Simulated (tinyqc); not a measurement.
Worked calculation: extended Hueckel theory, for SiH3+. The parameters take no account of the charge, which enters only through the electron count. One step of it, computed by the program tinyqc.

Task: Mulliken analysis. P = C n C^T; charge = valence electrons (H 1, Si 4) minus the sum of (P S)_ii on the atom; overlap population = 2 sum P_ij S_ij between two atoms.

coefficients, order 1Si 3s, 1Si 3px, 1Si 3py, 1Si 3pz, 2H 1s, 3H 1s, 4H 1s:
$$\begin{pmatrix}
0.643090 & -0.000078 & 0.000000 & 0.047179 & 0.000000 & -0.006281 & 1.155648 \\
-0.000006 & 0.384926 & 0.000000 & -0.000002 & 0.000000 & 1.215019 & 0.007252 \\
0.000000 & 0.000000 & 0.384882 & 0.000000 & 1.214685 & 0.000000 & 0.000000 \\
0.000620 & -0.000005 & 0.000000 & 0.998179 & 0.000000 & 0.000425 & -0.077058 \\
0.254110 & 0.592339 & 0.000000 & -0.018331 & 0.000000 & -0.871048 & -0.702949 \\
0.253910 & -0.296387 & 0.513175 & -0.018341 & -0.757348 & 0.441358 & -0.694824 \\
0.253910 & -0.296387 & -0.513175 & -0.018341 & 0.757348 & 0.441358 & -0.694824
\end{pmatrix}$$

occupations: [2.000000, 2.000000, 2.000000, 0.000000, 0.000000, 0.000000, 0.000000]

overlap S, order 1Si 3s, 1Si 3px, 1Si 3py, 1Si 3pz, 2H 1s, 3H 1s, 4H 1s:
$$\begin{pmatrix}
1.000000 & 0.000000 & 0.000000 & 0.000000 & 0.389310 & 0.388999 & 0.388999 \\
0.000000 & 1.000000 & 0.000000 & 0.000000 & 0.498660 & -0.249195 & -0.249195 \\
0.000000 & 0.000000 & 1.000000 & 0.000000 & 0.000000 & 0.431596 & -0.431596 \\
0.000000 & 0.000000 & 0.000000 & 1.000000 & -0.021541 & -0.021516 & -0.021516 \\
0.389310 & 0.498660 & 0.000000 & -0.021541 & 1.000000 & 0.030067 & 0.030067 \\
0.388999 & -0.249195 & 0.431596 & -0.021516 & 0.030067 & 1.000000 & 0.030025 \\
0.388999 & -0.249195 & -0.431596 & -0.021516 & 0.030067 & 0.030025 & 1.000000
\end{pmatrix}$$

Give: charges; Overlap populations.

Result:

charges: 1Si 1.5169, 2H -0.1721, 3H -0.1724, 4H -0.1724

Overlap populations:
```
pair      value
2-1    0.709180
3-1    0.708799
3-2   -0.013355
4-1    0.708799
4-2   -0.013355
4-3   -0.013335
```
